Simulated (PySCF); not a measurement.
Ionising CO

PBE0; basis C def2-TZVP, O def2-TZVP; no relativity; PySCF 2.14. Neutral (UKS): singlet (closed shell), Re = 1.123 Å, ωe = 2240 cm⁻¹, De = 11.08 eV, HOMO -10.71 eV, LUMO -0.62 eV.

CO⁺ (UKS): doublet (σ ↑), Re = 1.106 Å, ωe = 2335 cm⁻¹, De = 8.62 eV to C⁺ + O. The energies at the minima are -113.23098 hartree for CO and -112.71776 for CO⁺.

Q: Work out the adiabatic ionisation energy, without and with harmonic zero-point energies (1 hartree = 27.2114 eV, 1 eV = 8065.5 cm⁻¹), and the change of the bond length.

A: At PBE0: 0.51322 hartree = 13.965 eV between the minima; the zero-point term (2335.0 − 2240.0)/2 cm⁻¹ = +0.006 eV makes it 13.971 eV. Re changes by -1.7 pm against the neutral. Minus the HOMO energy is 10.71 eV, -3.26 eV from the value between the minima; self-interaction puts the Kohn–Sham level too high, less so with exact exchange. The electron leaves a σ orbital, and the shorter bond of the ion fits an antibonding orbital, or a change in how ionic the bond is.

For an ion De counts to the pair picked by the measured ionisation energies or electron affinities, which need not be the lowest pair at this level. States were picked by a PBE0 search and need not be the measured ground states.
